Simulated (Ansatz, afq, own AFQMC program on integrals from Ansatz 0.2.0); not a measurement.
# Where AFQMC and coupled cluster stand for CHAlB, quartet

```xyz
4

Al    0.0000    0.0162    0.9194
C     0.0000    0.5650   -0.8751
B     0.0000   -0.8104   -1.1945
H     0.0000    1.5259   -1.3725
```

Connectivity, by distances: Al–CH–B, closed to a ring.

Basis cc-pVDZ. Only valence electrons are correlated. Integrals, coupled cluster, full CI and functionals: Ansatz 0.2.0; the random walks run on the same integrals in our own AFQMC program. ph-AFQMC/CISD is guided by a CISD state made of CCSD amplitudes; releasing the constraint for a short imaginary time cuts its bias at the price of noise, slowly where states lie close. Error bars are statistical, one sigma.

Determinant: UHF, the one that the program's search chose, which needn't be the lowest solution. The geometry is a PBE0/def2-TZVP stationary point of this or a neighbouring charge and spin state.

No full CI on the walks' own integrals is used here; CCSDT(Q) serves as the reference and is uncertain by about the last step of the cluster series.

Cautions: another spin lies lower; unrestricted determinant slightly spin contaminated (⟨S²⟩ 3.83 against 3.75).

```
T1 diagnostic                               : 0.0344
weight of the determinant in the CISD state : 0.846
⟨S²⟩ of the determinant                     : 3.827
size of the correlated space                : 11 electrons in 44 orbitals
```

Reference: CCSDT(Q), correlation energy -7.077 eV. The released energy is read at 2.40 1/Eh (meV from the phaseless value at times in 1/Eh: -4 ± 22 at 0.24, 4 ± 22 at 0.51, -16 ± 25 at 0.99, -10 ± 25 at 1.62, -27 ± 30 at 2.40).

| level | E − E(reference) (kJ/mol) | share of correlation (%) |
| --- | --- | --- |
| HF | 682.8 | 0.00 |
| MP2 | 103.9 | 84.79 |
| CCSD | 42.6 | 93.76 |
| CCSD(T) | 7.5 | 98.90 |
| CCSDT | 3.5 | 99.49 |
| ph-AFQMC/HF | 11.5 ± 6.6 | 98.32 |
| ph-AFQMC/CISD | 2.9 ± 2.2 | 99.57 |
| released AFQMC | 0.3 ± 2.9 | 99.96 |

A walk keeps the symmetry of its determinant, which the program's search chose and which needn't be the lowest solution, so a lower state of the same spin and another symmetry isn't excluded. Released energies are given only where the last usable release times agree within the noise; a slower fall can still hide under it.
